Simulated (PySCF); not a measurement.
C2H2FN3.
Geometry (GFN2-xTB, Å), atoms numbered from 1 in this order:
```
atom  x, y, z in Å
F1    -0.0456    2.0327    0.0299
C2     0.0383    0.7119    0.0030
C3     1.0921   -0.1597   -0.1170
N4     0.5699   -1.4027   -0.0812
N5    -0.6932   -1.3460    0.0493
N6    -1.0640   -0.0657    0.1050
H7     2.1390    0.0246   -0.2216
H8    -2.0275    0.2144    0.2080
```

The closed-shell ground state was solved at several levels (PySCF, density fitting, gas phase, non-relativistic).

```tsv
level	basis functions	HOMO (eV)	LUMO (eV)	gap (eV)	dipole (D)
PBE0/pcSseg-1	112	-7.84	-0.16	7.68	3.23
wB97X-D/def2-SVPD	139	-9.73	1.53	11.26	3.15
PBE0/def2-SVPD	139	-7.86	-0.30	7.56	3.12
```

Problem. Estimate the row for B3LYP/pcJ-1, a basis of 182 functions; the other rows only guide the guess.

Solution. HOMO -7.54 eV, LUMO -0.40 eV, gap 7.14 eV, dipole 3.20 D.

Problem. Over all these levels, which gives the widest orbital gap and which the narrowest?

Solution. wB97X-D/def2-SVPD (range-separated hybrid) has the widest, 11.26 eV, and B3LYP/pcJ-1 (global hybrid, 20 % exact exchange) the narrowest, 7.14 eV. Functional and basis both differ between the two, so the spread mixes both effects.

Problem. How far do the dipole and the HOMO energy spread over the levels?

Solution. The dipole runs from 3.12 to 3.23 D (mean 3.17 D) and the HOMO from -9.73 to -7.54 eV.
